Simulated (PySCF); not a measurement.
Gas-phase reaction: 3 SiN + 2 trisilylamine → 5 N + 3 c-Si3H6

Energies from PySCF, thermal terms from the rigid-rotor harmonic-oscillator model, ideal gas at 1 bar. † marks an energy on the PBE0/def2-TZVP geometry and frequencies; other levels use their own. 6-31G* has spherical d functions here. Open shells (unrestricted): SiN (multiplicity 2), N (multiplicity 4); the rest are closed-shell singlets. B3LYP is the form with VWN-RPA correlation. c-Si3H6: computed as isolated molecules; such fragments, hydroxides, amides, oligomers or adducts are transient or little studied in the gas. The harmonic model lacks anharmonicity and excited electronic states, which grow with temperature; levels with a mode under 35 cm⁻¹ are left out. Internal rotation in trisilylamine is treated as a harmonic vibration of one conformer, which makes the entropy rough.

| level | ΔE electronic, kJ | ΔH°(298 K), kJ | ΔS°(298 K), J/K | ΔG°(1200 K), kJ |
|---|---|---|---|---|
| B3LYP/6-31G* | 1807 | 1755 | 293 | 1362 |
| B3LYP/def2-TZVP† | 1938 | 1888 | 307 | 1477 |
| BLYP/def2-TZVP† | 2078 | 2027 | 307 | 1616 |
| M06-2X/def2-TZVP† | 1921 | 1870 | 307 | 1460 |
| PBE/def2-TZVP† | 1967 | 1916 | 307 | 1506 |
| PBE0/def2-SVP† | 1671 | 1620 | 307 | 1210 |
| PBE0/def2-TZVP | 1757 | 1706 | 307 | 1296 |
| r2SCAN/def2-TZVP† | 1783 | 1732 | 307 | 1322 |
| LDA/def2-TZVP† | 2239 | 2188 | 307 | 1778 |
| ωB97X-V/def2-TZVP† | 1833 | 1782 | 307 | 1371 |
ΔH° is lowest at PBE0/def2-SVP† and highest at LDA/def2-TZVP†. No reference value is set beside these.
